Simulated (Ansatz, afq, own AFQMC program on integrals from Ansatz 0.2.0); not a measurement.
Integrals from Ansatz 0.2.0, then the random walk in our own AFQMC program (afq).

```yaml
crystal:
  periodic: [false, false, false]
  atoms:
    - {symbol: Ge, position_ang: [-0.001989, 0.000001, 1.207499]}
    - {symbol: Ge, position_ang: [-0.001381, -0.000001, -1.281547]}
    - {symbol: H, position_ang: [1.500233, -0.000013, 1.588157]}
    - {symbol: H, position_ang: [-0.628647, 1.243483, 1.874144]}
    - {symbol: H, position_ang: [-0.628670, -1.243469, 1.874145]}
basis:
  gaussian: {orbitals: cc-pVDZ}
magnetization: {spin_polarized: true, initial_magnetization: 1}
correlation: {method: ccsd_t, electrons: outside_noble_gas, hamiltonian_folder: ham}
```

```sh
$ ansatz run in.yaml --threads 1 --pin off --events-out ev --progress --plain --max-ram 1382MiB
```

Options of the walk:

```
--method phaseless --trial cisd --walkers 60 --populations 1 --least-time 40 --time-step 0.005 --steps-per-block 50 --equilibration-blocks 28 --max-blocks 300 --target-error 0.0004 --factor-cut 1e-05 --start spin_pure --seed 2469 --release-times 0.24,0.51,0.99,1.62,2.4 --release-step 0.03 --release-every 4 --taylor-order 6
```

Times are imaginary, in 1/Eh. The walk had a cap of 1706 s. Filled inner d shells are frozen with the cores.

Log:

```
orbitals 41  electrons 6 5  factors 334 of 784
reference energy -4152.37167851 Eh
CCSD correlation -0.19540332 Eh in 16 cycles, weight of the determinant in the CISD state 0.8639
energy of the start -4152.565636 Eh
 block  time / (1/Eh)  mean weight  energy / Eh
     1     0.250  1.0002  -4152.563150
     2     0.500  0.9999  -4152.564343
     3     0.750  0.9996  -4152.564849
     4     1.000  1.0002  -4152.567714
     5     1.250  0.9989  -4152.568659
    10     2.500  1.0010  -4152.571056
    25     6.250  1.0026  -4152.581753
    37     9.250  1.0000  -4152.574747
    67    16.750  1.0007  -4152.577925
    97    24.250  0.9997  -4152.572065
   127    31.750  0.9992  -4152.569274
   157    39.250  0.9987  -4152.573917
   187    46.750  0.9991  -4152.572090
   217    54.250  0.9997  -4152.569892
   247    61.750  0.9993  -4152.574627
blocks merged  error / Eh  count
     1  0.000197  220
     2  0.000251  110
     4  0.000313  55
     8  0.000387  27
    16  0.000550  13
released: time / (1/Eh)  energy / Eh  error  mean overlap
  0.24  -4152.573372  0.000392  0.9960
  0.51  -4152.573270  0.000424  0.9937
  0.99  -4152.573484  0.000371  0.9953
  1.62  -4152.573897  0.000365  0.9719
  2.40  -4152.573157  0.000411  0.9997
energy -4152.572842 +/- 0.000387 Eh
(rows thinned)
```

The run passed its tests (sampling time, drift between the halves within three errors, error under three times the target), which doesn't prove that it has relaxed. The second half of the sampling lies above the first by 2.4 errors of their difference, so the energy may still be moving and its error bar be too small.

Against this walk (error 10.5 meV) on the same determinant: CCSD(T) 23.3 meV higher. The error is statistical and leaves out the bias of the constraint. Released to 2.40 1/Eh the energy moves by -9 ± 15 meV (both errors), within twice the noise.

Cautions: constraint bias not in the error; no relativity below Rb; no spin-orbit coupling; inner d shell frozen.

The walk took 7.7 min on 1 thread of Arm Neoverse V2 (shared host). The log's last line is the phaseless energy.

A walk keeps the symmetry of its determinant, which the program's search chose and which needn't be the lowest solution, so a lower state of the same spin and another symmetry isn't excluded.
